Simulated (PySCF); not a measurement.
Species: C2H6O2S.
Atom-mapped SMILES: `[CH3:1][S:2]([CH3:3])(=[O:4])=[O:5]` (hydrogens: H6, H7, H8 on C1; H9, H10, H11 on C3)

Cartesian coordinates in Å at the PBE0-D3(BJ)/def2-SVP level; atoms count from 1:
```
atom  x, y, z in Å
C1     1.0840    0.9511    0.1715
S2     0.3095   -0.5271   -0.4636
C3    -1.3378   -0.4999    0.2223
O4     1.0063   -1.6714    0.1155
O5     0.1866   -0.3745   -1.9097
H6     0.5438    1.8364   -0.1866
H7     2.0997    0.9309   -0.2466
H8     1.1255    0.9065    1.2670
H9    -1.8107   -1.4126   -0.1656
H10   -1.8760    0.3861   -0.1369
H11   -1.2846   -0.5400    1.3174
```

Jobs on this species (11 atoms, 50 electrons) with PySCF (density fitting). Hardware of each: one thread of an Arm Neoverse N1, on a shared host. Other jobs ran on the host; a repeat could differ by tens of per cent or more. Peak memory is the resident size of the whole Python process, interpreter and libraries included.

| level and settings | work | basis functions | SCF cycles | wall time | peak memory |
| --- | --- | --- | --- | --- | --- |
| delta-SCF UKS TPSS, pcX-2 on the ionised atom, pcseg-1 elsewhere, spin-free X2C | ΔSCF core ionisation, 4 holes | 146 | ? | ? | ? |
| delta-SCF UKS SCAN, def2-TZVP on the ionised atom, pcseg-1 elsewhere, spin-free X2C | ΔSCF core ionisation, 4 holes | 123 | ? | ? | ? |
| delta-SCF UKS PBE0, pcX-2 on the ionised atom, pcseg-1 elsewhere, spin-free X2C | ΔSCF core ionisation, 4 holes | 146 | 59 | 46 s | 0.54 GiB |
| delta-SCF UKS SCAN, cc-pCVTZ on the ionised atom, pcseg-1 elsewhere, spin-free X2C | ΔSCF core ionisation, 4 holes | 145 | 65 | 37 s | 0.44 GiB |
| delta-SCF UKS SCAN, unc-def2-TZVP on the ionised atom, pcseg-1 elsewhere, spin-free X2C | ΔSCF core ionisation, 4 holes | 149 | 66 | 37 s | 0.50 GiB |
| PBE0-D3(BJ)/def2-SVP, grid level 1 | geometry optimisation from a GFN2-xTB start shaken at random | 104 | 61 | 50 s | 0.44 GiB |
| delta-SCF UKS HF, pcX-2 on the ionised atom, pcseg-1 elsewhere, spin-free X2C | ΔSCF core ionisation, 4 holes | 146 | 58 | 22 s | 0.54 GiB |
| delta-SCF UKS CAM-B3LYP, pcX-2 on the ionised atom, pcseg-1 elsewhere, spin-free X2C | ΔSCF core ionisation, 4 holes | 146 | 54 | 58 s | 0.56 GiB |
| delta-SCF UKS SCAN, pcX-2 on the ionised atom, pcseg-1 elsewhere, non-relativistic | ΔSCF core ionisation, 4 holes | 146 | 65 | 34 s | 0.50 GiB |

Task: Fill in the missing figures.

Result: 
- delta-SCF UKS TPSS, pcX-2 on the ionised atom, pcseg-1 elsewhere, spin-free X2C; ΔSCF core ionisation, 4 holes: 46 s, 0.54 GiB, 65 SCF cycles
- delta-SCF UKS SCAN, def2-TZVP on the ionised atom, pcseg-1 elsewhere, spin-free X2C; ΔSCF core ionisation, 4 holes: 32 s, 0.44 GiB, 64 SCF cycles

Task: What do all jobs in the table cost together?

Result: About 6.0 min; the longest takes about 16 % of that, and about 2.6 times as long as the shortest.
